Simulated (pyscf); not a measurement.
H₃C–NH–Si(NH₂)(NH₂)–NH₂ + H atom (H•) → H₃C–NH–Si(NH•)(NH₂)–NH₂ + hydrogen (H₂), a hydrogen abstraction (doublet surface; H–N broken, H–H formed). Optimised with ωB97X-D3(BJ)/def2-SVP in PySCF. Energies in kJ/mol from the separated reactants.

AM1 to PM7: differences of heats of formation from MOPAC, which are fitted to 298 K values and so differ in kind from electronic energies by zero-point and thermal terms. Open shells are spin-unrestricted. 

**Question.** Quick PM3 single points give ΔE‡ = -7.1 kJ/mol and ΔE = -100.5 kJ/mol. What does ωB97M-D3(BJ)/def2-TZVP give, and how far is the quick result from it?

**Answer.** ωB97M-D3(BJ)/def2-TZVP gives ΔE‡ = 61.8 kJ/mol and ΔE = +32.1 kJ/mol. PM3 lies 69.0 kJ/mol under it in the barrier and 132.5 kJ/mol under it in the reaction energy, so on this step it does not hold to within 12.6 kJ/mol. At PM3 this geometry lies under one side, so its ΔE‡ may be no barrier of that level. ωB97M-D3(BJ)/def2-TZVP has limits of its own. H₃C–NH–Si(NH•)(NH₂)–NH₂ lies 32.1 kJ/mol over its isomer H₃C–N•–Si(NH₂)(NH₂)–NH₂ (electronic energy, ωB97M-D3(BJ)/def2-TZVP). This is the saddle that the search found; another between the same sides may lie lower. The angle at the transferred H is 157°.
